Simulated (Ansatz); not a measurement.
Geometry optimisation, UKS PBE0-D4/6-31G* in Ansatz 0.2.0.

input.yaml

```yaml
crystal:
  periodic: [false, false, false]
  atoms:
    - { symbol: B, position_ang: [0.72612, -0.26743, 0.37117] }
    - { symbol: C, position_ang: [-0.27794, 0.76887, -0.06818] }
    - { symbol: O, position_ang: [-0.44817, -0.50144, -0.30298] }
magnetization:
  spin_polarized: true
  initial_magnetization: 1
basis:
  gaussian: { orbitals: "6-31G*" }
hamiltonian:
  xc: pbe0
  dispersion: d4
relax:
  f_tol: 0.02
  max_steps: 40
```

Run as:

```bash
$ ansatz run input.yaml --threads 1 --pin off --max-ram 2048MiB --backend cpu --events-out ev --progress --plain --runs-dir out
```

Task: Where does it end, and by what steps?

Result: The forces met the threshold. After 4 steps the energy has fallen by 0.096 eV; C2 moved furthest, 0.04 Å.

```
step  energy less start (eV)  largest force component (eV/Å)  accepted
   0                  0.0000                           3.056       yes
   1                 -0.0727                           1.408       yes
   2                 -0.0950                           0.171       yes
   3                 -0.0956                           0.074       yes
   4                 -0.0957                           0.009       yes
```

```xyz
3
Properties=species:S:1:pos:R:3
B 0.732 -0.289 0.372
C -0.294 0.809 -0.072
O -0.439 -0.520 -0.300
```

The run took 17 s on 1 thread of AMD EPYC (Zen 3) (shared host), peak memory 0.12 GiB.
